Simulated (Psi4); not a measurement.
**Two attempts at BH3 (borane)**

Aim: the energy of BH3 (borane) at CEPA(3)/aug-cc-pV(T+d)Z (density fitting).

The results are computed with Psi4 1.11.

1 further run of the same task is left out (set aside as unsound or not needed).

### Step 1. The system as given

BH3: 4 atoms, total charge 0, spin state singlet. As SMILES, `B`. Geometry: relaxed at PBE0-D4/def2-TZVP.

Bond lengths: B1–H2 1.193 Å, B1–H3 1.193 Å, B1–H4 1.193 Å. Angles: H2–B1–H3 120.0°, H2–B1–H4 120.0°, H3–B1–H4 120.0°.

### Step 2. Try one

File job.dat:

```
memory 1600 mb

molecule {
  0 1
  B
  H 1 1.193489
  H 1 1.193493 2 120.00312
  H 1 1.193451 2 119.99514 3 179.98694
  units angstrom
}

set {
  basis aug-cc-pV(T+d)Z
  scf_type df
  e_conv 1e-08
}

e_tot, wfn = energy('cepa(3)', return_wfn=True)
```

Started as:

```
$ psi4 -i job.dat -o job.out -n 1
```

job.out:

```text
Psi4 1.11 release

RuntimeError:
Fatal Error: E_CONV is not a valid option.

Printing out the relevant lines from the Psithon --> Python processed input file:
      units angstrom
    """)
    core.IO.set_default_namespace("")
    core.set_global_option("BASIS", "aug-cc-pV(T+d)Z")
    core.set_global_option("SCF_TYPE", "df")
--> core.set_global_option("E_CONV", 1e-08)
    e_tot, wfn = energy('cepa(3)', return_wfn=True)

!----------------------------------------------------------------------------------!
!                                                                                  !
! Fatal Error: E_CONV is not a valid option.                                       !
!                                                                                  !
!----------------------------------------------------------------------------------!

    Psi4 run time: 0:00:00.04
```

It took 1.1 s on 1 thread of Intel Xeon Platinum 8375C at 2.90GHz (Ice Lake), shared host; peak memory 0.13 GiB.

### Step 3. What went wrong

The input was rejected.

The telling line is `Fatal Error: E_CONV is not a valid option.`. What is wrong: the input text is malformed or holds a word that the program doesn't know.

### Step 4. Second attempt

File input.dat:

```
memory 1600 MB

molecule geom {
  0 1
  B
  H 1 1.193489
  H 1 1.193493 2 120.00312
  H 1 1.193451 2 119.99514 3 179.98694
  units angstrom
}

set {
  basis aug-cc-pV(T+d)Z
  scf_type df
}

energy("cepa(3)")
```

Started as:

```
$ psi4 -i input.dat -o output.dat -n 1
```

output.dat:

```text
[...]
  Running in c1 symmetry.
[...]
  Nuclear repulsion =    7.418840106720390
[...]
  Multiplicity = 1
[...]
  Nalpha       = 4
  Nbeta        = 4
[...]
    Number of basis functions: 115
[...]
   @DF-RHF iter   1:   -26.39121981852586   -7.45654e-01   8.50696e-04 ADIIS/DIIS
[...]
   @DF-RHF iter   7:   -26.40026371640671   -4.00284e-11   4.98233e-09 DIIS
[...]
    Orbital Energies [Eh]
    ---------------------
    Doubly Occupied:
       1A     -7.613046     2A     -0.703673     3A     -0.497804
       4A     -0.497793
[...]
  @DF-RHF Final Energy:   -26.40026371640671
   => Energetics <=
    Nuclear Repulsion Energy =              7.4188401067203902
    One-Electron Energy =                 -49.0135774764488943
    Two-Electron Energy =                  15.1944736533218006
    Total Energy =                        -26.4002637164067053
[...]
 Multipole Moments:
 ------------------------------------------------------------------------------------
     Multipole            Electronic (a.u.)      Nuclear  (a.u.)        Total (a.u.)
 ------------------------------------------------------------------------------------
 L = 1.  Multiply by 2.5417464519 to convert [e a0] to [Debye]
 Dipole X            :         -0.0002622            0.0001894           -0.0000727
 Dipole Y            :          0.0000332           -0.0000376           -0.0000043
 Dipole Z            :         -0.0000556            0.0000389           -0.0000167
 Magnitude           :                                                    0.0000748
[...]
      * SCS-MP2 total energy:                  -26.545380106541
[...]
      * MP2 total energy:                      -26.530609193357
[...]
```

Wall time 21 s (1 thread of Intel Xeon Platinum 8375C at 2.90GHz (Ice Lake), shared host); peak memory 1.5 GiB.

### Step 5. Outcome

Level: CEPA(3)/aug-cc-pV(T+d)Z (density fitting).

```
                             quantity         value
                         total energy  -26.55233 Eh
  HOMO energy (Hartree–Fock orbitals)     -13.55 eV
  LUMO energy (Hartree–Fock orbitals)       0.82 eV
HOMO–LUMO gap (Hartree–Fock orbitals)      14.37 eV
                   correlation energy    -152.1 mEh
```
